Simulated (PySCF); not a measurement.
Compound: C3H3S2 (charge +1).
SMILES: `s1ccs[cH+]1`

The calculation used MP2 and CCSD/aug-cc-pVDZ in PySCF, restricted Hartree–Fock reference, 13 core orbitals frozen, non-relativistic, gas phase, PBE0-D3(BJ)/def2-SVP geometry.

E(HF) = -910.14935 Eh.

Question: How large is the problem?

Answer: 150 basis functions and 52 electrons; 13 orbitals frozen, which leaves o = 13 correlated occupied and v = 124 virtual orbitals. That is o·v = 1612 singles and o·v(o·v + 1)/2 = 1300078 distinct closed-shell doubles amplitudes before symmetry; the costliest CCSD step grows as o²v⁴ = 4.0 × 10^10.

Question: What are the MP2 and CCSD correlation energies?

Answer: MP2 -0.6827 Eh and CCSD -0.7130 Eh, which gives totals of -910.83207 and -910.86236 Eh. That is 0.746 eV for each correlated electron at CCSD (1872 kJ/mol in all, 0.078 % of the total energy); MP2 gives 95.8 % of the CCSD value.

Question: What is the T1 diagnostic?

Answer: 0.0168, below the customary warning level of 0.02. It is the norm of the spatial-orbital singles amplitudes over the root of the number of correlated electrons, so the norm is 0.086.

No triples correction and no basis-set extrapolation were made.

The job also held the EOM ionisation roots. Hardware: one thread, Arm Neoverse V2, no GPU, shared host. Cost: 3.9 min wall.
